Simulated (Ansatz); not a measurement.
**A barrier at the coupled-cluster level**

Start structure (C$_{3}$H$_{7}$, doublet), relaxed at PBE0-D4/def2-TZVP:

```tsv
atom	x (Å)	y (Å)	z (Å)
H1	0.0019	-1.2793	0.8837
C2	0.4525	-0.8145	0.0156
C3	0.6475	0.6697	0.0350
C4	-0.4084	0.0649	-0.8369
H5	-2.0735	0.2397	2.3573
H6	1.2042	-1.4203	-0.4745
H7	1.5320	1.0731	-0.4420
H8	0.3294	1.2127	0.9163
H9	-0.2420	0.0570	-1.9069
H10	-1.4436	0.1972	-0.5478
```

The step: C₃H₆ (C1CC1) + H → C₃H₅ ([CH]1[CH2][CH2]1) + H₂; bonds formed: H1–H5; bonds broken: H1–C2. Program: Ansatz 0.2.0. Basis: def2-TZVPP and def2-QZVPP. Cores are frozen in the correlated methods; orbitals are unrestricted. Extrapolation: Hartree–Fock as exp(−7.88 √X), correlation as X^−2.97. Energies below are by CCSD(T) at an estimated basis limit (MP2 extrapolated from triple and quadruple zeta, plus CCSD(T) − MP2 in triple zeta).

Problem. What are the electronic barrier and the energy of the step, from the start structure to the end structure? (Judge from chemistry; the value comes from the calculation.)

Solution. Computed: Barrier 62.7 kJ/mol; step energy 26.1 kJ/mol (uphill); reverse barrier, their difference, 36.5 kJ/mol. Barrier and step energy count from the start structure, the reverse barrier from the end structure.

The saddle point: One imaginary mode of 887i cm⁻¹.
```
 pair  start (Å)  saddle (Å)  end (Å)
H1–H5       2.96        0.86     0.75
H1–C2       1.08        1.49     2.76
```

Zero-point energy (harmonic, PBE0-D4): ZPE is 215.2 kJ/mol at the start and 207.0 kJ/mol at the saddle, so the barrier goes from 62.7 to 54.5 kJ/mol.

No T1 diagnostic of these runs exceeds 0.014. ⟨S²⟩ of the unrestricted Hartree–Fock references: 0.75 to 0.78 (a pure state has 0.75).

Labels in which every atom is bracketed show which atoms are joined, not bond orders.

For scale, one of the runs: CCSD(T)/def2-TZVPP, 191 basis functions (an equivalent command: `ansatz run in.yaml --threads 4`). Time: 70 s of wall clock on 4 CPU threads; the host was shared. Peak host memory: 5.6 GiB.
